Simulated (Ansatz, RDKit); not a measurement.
Species: glyoxal, C$_{2}$H$_{2}$O$_{2}$ (charge 0, singlet). SMILES: C(C=O)=O

Atoms: C1, C2, O3, H4, O5, H6. Bonds: C1-C2, C1-O3, C1-H4, C2-O5, C2-H6.

Bond lengths (Å) and angles (degrees) optimised at MMFF94 with RDKit; HF/6-31G* with Ansatz (a quantum-chemistry and plane-wave program); B3LYP/LANL2DZ with Ansatz; B3LYP/6-31G* with Ansatz, each started from the B3LYP-D3(BJ)/def2-TZVP structure (Ansatz) of the last column. A row stands for all coordinates that are equal there. 6-31G* holds six Cartesian d functions. No wavenumbers were computed at MMFF94, B3LYP/LANL2DZ, so these may be saddle points.

| coordinate | MMFF94 | HF/6-31G* | B3LYP/LANL2DZ | B3LYP/6-31G* | B3LYP-D3(BJ)/def2-TZVP |
|---|---|---|---|---|---|
| C1-C2 | 1.499 | 1.517 | 1.523 | 1.525 | 1.524 |
| C1-O3 | 1.220 | 1.185 | 1.242 | 1.210 | 1.201 |
| C1-H4 | 1.101 | 1.091 | 1.105 | 1.109 | 1.107 |
| C2-C1-O3 | 119.9 | 121.0 | 121.5 | 121.5 | 121.6 |
| C2-C1-H4 | 115.0 | 115.4 | 115.2 | 114.7 | 114.8 |
| O3-C1-H4 | 125.1 | 123.6 | 123.3 | 123.8 | 123.7 |

Mean signed difference of all 5 bond lengths from B3LYP-D3(BJ)/def2-TZVP: MMFF94 0.000 Å, HF/6-31G* -0.014 Å, B3LYP/LANL2DZ 0.016 Å, B3LYP/6-31G* 0.005 Å.
